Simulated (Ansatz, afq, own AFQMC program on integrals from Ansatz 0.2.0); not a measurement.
# C₃H₅, doublet: AFQMC among the cluster methods

```xyz
8

C    -0.9221    1.2801   -0.2397
C    -0.4073    0.0770   -0.3581
C     0.4834   -0.6992   -1.2209
H    -0.6905    2.0791   -0.9640
H    -1.5998    1.5483    0.5790
H    -0.0356   -1.5714   -1.6509
H     0.8661   -0.0860   -2.0601
H     1.3519   -1.0814   -0.6602
```

Basis def2-TZVP. Only valence electrons are correlated. Integrals, coupled cluster, full CI and functionals: Ansatz 0.2.0; the random walks run on the same integrals in our own AFQMC program. The CISD trial takes its coefficients from CCSD amplitudes. Released means that phaseless walkers are propagated on without the constraint, phases kept. ± is one standard error of the sampling.

Determinant: ROHF, the one that the program's search chose, which needn't be the lowest solution. The geometry is a PBE0/def2-SVP stationary point of this or a neighbouring charge and spin state.

No full CI on the walks' own integrals is used here. The released AFQMC energy serves as the reference, which it does only where one determinant dominates, the energy is flat over the last release times and near the phaseless one (40 meV or 2 meV an electron, half that with transition metals). On small molecules, where full CI could be run and the noise was under 10 meV, such values lay within 10 meV of it in 19 cases of 20, a flattering rate, since the rule was set on those same cases; what remains of the bias isn't in the error bar.

Cautions: a spin-contaminated unrestricted determinant lies lower (UHF 208 meV lower, ⟨S²⟩ 0.93); the released value is read at 0.99 1/Eh with a noise of 10 meV, more than in the cases checked, later times being too noisy (meV from the phaseless value at times in 1/Eh: 0 ± 12 at 0.24, -6 ± 11 at 0.51, -3 ± 10 at 0.99, -21 ± 21 at 1.50).

```
T1 diagnostic                               : 0.0191
weight of the determinant in the CISD state : 0.829
size of the correlated space                : 17 electrons in 120 orbitals
```

Reference: AFQMC with the constraint released, correlation energy -14.203 ± 0.010 eV.

```
        level  E − E(reference) (kcal/mol)  share of correlation (%)
           HF                327.53 ± 0.24                      0.00
          MP2                 38.11 ± 0.24                     88.36
         CCSD                 14.46 ± 0.24                     95.58
      CCSD(T)                  1.40 ± 0.24                     99.57
ph-AFQMC/CISD                  0.08 ± 0.33                     99.98
```

Released energies are given only where the last usable release times agree within the noise; a slower fall can still hide under it.
